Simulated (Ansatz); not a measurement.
C4H3N2, SMILES N#C[CH]CC#N, a geometry optimisation

Computed with Ansatz's Python interface.

Run as a notebook:

```python
import ansatz as az
from ase import Atoms
import numpy as np
```

```python
atoms = Atoms(['N', 'C', 'C', 'C', 'C', 'N', 'H', 'H', 'H'], positions=[
    (2.5195, -0.9939, -0.4182),
    (1.6919, -0.3645, 0.0898),
    (0.6412, 0.4347, 0.7351),
    (-0.5545, 0.6588, -0.19),
    (-1.294, -0.5895, -0.4215),
    (-1.8765, -1.5727, -0.604),
    (0.3276, -0.0417, 1.6889),
    (-1.2389, 1.3935, 0.2827),
    (-0.2163, 1.0754, -1.1628),
])
system = az.Crystal.molecule_from_ase(atoms)

model = system.calculation()
model = model.basis(gaussian='cc-pVDZ')
model = model.functional('pbe')
model = model.spin('collinear', total=1)
symbols = [site.symbol for site in system.cartesian_sites]
start = np.array([site.position_ang for site in system.cartesian_sites], dtype=float)
def progress(event):
    if event['event'] == 'relax_step':
        row = event['data']
        print(f'step {row["step"]:3d}  E = {row["lagrangian_ev"]:.6f} eV  max force {row["allowed_force_max_ev_ang"]:.4f} eV/A')
```

```python
summary = model.relax(force_tolerance=0.005).session().plan().execute(on_event=progress).report
end = np.array(summary['positions_ang'])
```

    step   1  E = -7165.353110 eV  max force 2.8054 eV/A
    step   2  E = -7165.684795 eV  max force 1.3982 eV/A
    step   3  E = -7165.817484 eV  max force 0.9911 eV/A
    step   4  E = -7165.851255 eV  max force 0.3328 eV/A
    step   5  E = -7165.857114 eV  max force 0.0604 eV/A
    step   6  E = -7165.858063 eV  max force 0.3540 eV/A
    step   7  E = -7165.864019 eV  max force 0.1819 eV/A
    step   8  E = -7165.867674 eV  max force 0.6257 eV/A
    step   9  E = -7165.872732 eV  max force 0.2981 eV/A
    step  10  E = -7165.878208 eV  max force 0.0360 eV/A
    step  11  E = -7165.879842 eV  max force 0.0208 eV/A
    step  12  E = -7165.878445 eV  max force 0.5173 eV/A
    step  13  E = -7165.880236 eV  max force 0.0259 eV/A
    step  14  E = -7165.882203 eV  max force 0.1682 eV/A
    step  15  E = -7165.882476 eV  max force 0.2994 eV/A
    step  16  E = -7165.882531 eV  max force 0.1620 eV/A
    step  17  E = -7165.884961 eV  max force 0.0234 eV/A
    step  18  E = -7165.885118 eV  max force 0.0162 eV/A
    step  19  E = -7165.885274 eV  max force 0.0544 eV/A
    step  20  E = -7165.885327 eV  max force 0.0357 eV/A
    step  21  E = -7165.885371 eV  max force 0.0042 eV/A
    step  22  E = -7165.885375 eV  max force 0.0033 eV/A

```python
print(f'E = {summary["free_energy_ev"]:.6f} eV = {summary["free_energy_ev"] / 27.211386246:.7f} Ha')
print('converged:', summary['converged'], ' doubts:', summary['published_state_doubts'] or 'none')
```

    E = -7165.885403 eV = -263.3414313 Ha
    converged: True  doubts: none

```python
print('bond        before    after (A)')
for i, j in [(0, 1), (1, 2), (2, 3), (2, 6), (3, 4), (3, 7), (3, 8), (4, 5)]:
    d0, d1 = (np.linalg.norm(xyz[i] - xyz[j]) for xyz in (start, end))
    print(f'{symbols[i]}{i}-{symbols[j]}{j}'.ljust(10), f'{d0:8.4f} {d1:8.4f}')
for i, j, k in [(0, 1, 2), (1, 2, 3), (1, 2, 6), (3, 2, 6), (2, 3, 4), (2, 3, 7), (2, 3, 8), (4, 3, 7)]:
    u, v = end[i] - end[j], end[k] - end[j]
    print(f'angle {symbols[i]}{i}-{symbols[j]}{j}-{symbols[k]}{k}: {np.degrees(np.arccos(np.clip(u @ v / np.linalg.norm(u) / np.linalg.norm(v), -1, 1))):.2f} deg')
```

    bond        before    after (A)
    N0-C1        1.1572   1.1901
    C1-C2        1.4694   1.3896
    C2-C3        1.5283   1.5077
    C2-H6        1.1113   1.1002
    C3-C4        1.4693   1.4669
    C3-H7        1.1098   1.1171
    C3-H8        1.1110   1.1096
    C4-N5        1.1573   1.1736
    angle N0-C1-C2: 179.35 deg
    angle C1-C2-C3: 121.64 deg
    angle C1-C2-H6: 118.89 deg
    angle C3-C2-H6: 119.41 deg
    angle C2-C3-C4: 112.65 deg
    angle C2-C3-H7: 109.87 deg
    angle C2-C3-H8: 110.83 deg
    angle C4-C3-H7: 107.79 deg

```python
charges = summary['charge_distribution']
print('dipole moment', round(4.803205 * float(np.linalg.norm(charges['dipole_moment_e_ang'])), 3), 'D')
print('Mulliken:', [(s, round(q, 3)) for s, q in zip(symbols, charges['mulliken_charges_e'])])
with open('c4h3n2_opt.xyz', 'w') as handle:
    handle.write(f'{len(symbols)}\nrelaxed C4H3N2\n')
    handle.writelines(f'{s:2s} {x:11.6f} {y:11.6f} {z:11.6f}\n' for s, (x, y, z) in zip(symbols, end))
```

    dipole moment 1.939 D
    Mulliken: [('N', -0.101), ('C', -0.011), ('C', -0.03), ('C', 0.038), ('C', -0.086), ('N', -0.096), ('H', 0.077), ('H', 0.114), ('H', 0.097)]

File `c4h3n2_opt.xyz` afterwards:
```text
9
relaxed C4H3N2
N     3.067393    0.026234   -0.073966
C     1.919837   -0.065558    0.227711
C     0.575763   -0.167627    0.565576
C    -0.507216    0.395963   -0.319043
C    -1.728910   -0.415838   -0.303267
N    -2.704363   -1.067868   -0.277848
H     0.302447   -0.633471    1.524046
H    -0.777109    1.425491    0.020227
H    -0.147844    0.502776   -1.363436
```

Notes:
- Total energies depend on the basis set; only differences at equal settings carry meaning.
- The end point is the stationary point reached from this start; no frequency run checks that it is a minimum, and the basis set is modest.
- The species is open-shell (spin multiplicity 2).
- Run time: 99 s on 1 thread of Arm Neoverse V2 (shared host), peak memory 0.23 GiB.

(Lines on the test bed's own set-up are left out of the output.)
